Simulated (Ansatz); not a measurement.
# Telling isomers of H3NOS2 apart by their spectra

These gas-phase data were calculated for one isomer of H3NOS2 at PBE0-D3(BJ)/pcseg-1 (harmonic, unscaled wavenumbers; equilibrium rotational constants with average atomic masses):

```
rotational constants            : 7.571, 3.443, 2.692 GHz
all wavenumbers above 1500 cm⁻¹ : 3618, 3486, 2721, 1550
```

Candidates:

(1) `NSSO`, a singlet
(2) `N[S@](O)=S`, a singlet
(3) `N[S@](=O)S`, a singlet

Question: Which candidate do the data belong to?

Answer: Candidate (3). The band at 2721 cm⁻¹ lies where the S–H stretch is expected; (1), (2) have no mode between 2500 and 2800 cm⁻¹.

The same quantities for all candidates:

```
     rotational constants (GHz)  wavenumbers above 1500 cm⁻¹  E above the lowest, PBE0-D3(BJ)/pcseg-1 (kcal/mol)
(1)         9.605, 2.788, 2.535       3792, 3640, 3523, 1594                                                 0.0
(2)          7.062, 3.906, 2.88       3688, 3634, 3500, 1564                                                 7.2
(3)         7.571, 3.443, 2.692       3618, 3486, 2721, 1550                                                10.6
```

Harmonic stretches to hydrogen usually lie a few per cent above observed fundamentals. Each candidate is one conformer. Programs: Ansatz 0.2.0.
